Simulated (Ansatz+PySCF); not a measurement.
Two shapes of quintet O₄ in separate pieces.

Shape 1:

```xyz
4

O     0.0000    0.0000   -2.1389
O     0.0000    0.0000    2.1389
O    30.0000    0.0000   -0.5941
O    30.0000    0.0000    0.5941
```

Shape 2:

```xyz
4

O     0.0000    0.0000   -2.1389
O     0.0000    0.0000    2.1389
O    30.0000    0.0000   -2.1389
O    30.0000    0.0000    2.1389
```

Basis set: 6-31G (spherical functions). Left uncorrelated: 4 orbitals. Charge 0, multiplicity 5.

Computed with Ansatz (development build ahead of 0.2.0); each method stands on the lowest determinant of its kind that the runs found.

Q: Which shape is lower in energy, and by how much in each method?

A:

```csv
method,E(2) − E(1) (eV)
UHF,-1.232
UHF-MP2,2.079
UHF-CCSD(T),2.442
```

The methods disagree on the order. Caution: the unrestricted determinant is a mixture of spin states; the determinant breaks the point group. Caution for UHF-MP2: forces differ strongly between restricted and unrestricted references. Caution for UHF-MP2, UHF-CCSD(T): bonds are stretched, where a single reference can fail. Caution for UHF-CCSD(T): another reference gives a lower total.
